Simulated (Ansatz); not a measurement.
Compare A (`CCCC(O)CC`) with its isomer B (`CCCOCCC`).

Program: Ansatz. Geometries: PBE0-D4/def2-TZVP. ΔE: electronic, gas phase. CBS: MP2 limit from def2 TZ/QZ plus the TZ coupled-cluster correction, frozen cores. DFT in def2-TZVPP. B3LYP here is the variant with VWN-RPA as its local correlation; programs differ in this. One conformer a species, not always the lowest.

Question: Which isomer does CCSD(T)/CBS put lower? Give the gap. (Best estimate.)

Answer: Computed: A, by 47.6 kJ/mol.

Question: Give E(B) − E(A) in kJ/mol with CCSD/def2-TZVPP, B2PLYP, PBE0-D4, B3LYP-D4, LDA (SPW92), r2SCAN-D4, HF/def2-TZVPP. (Best estimate.)

Answer: Ansatz gave: CCSD/def2-TZVPP 44.4, B2PLYP 39.7, PBE0-D4 44.1, B3LYP-D4 38.7, LDA (SPW92) 46.1, r2SCAN-D4 43.3, HF/def2-TZVPP 31.3. None reverses the order clearly.

Largest T1 diagnostic: 0.009.

The D4 term adds +4.3 kJ/mol with B3LYP and +2.3 kJ/mol with PBE0; it sums over pairs of atoms, weighted by their polarisabilities, and B3LYP, whose exchange is more repulsive, gets the larger term. In def2-TZVPP, CCSD(T) changes the Hartree–Fock value by +14.4 kJ/mol (the triples alone add +1.3 kJ/mol) and MP2 by +19.1 kJ/mol.
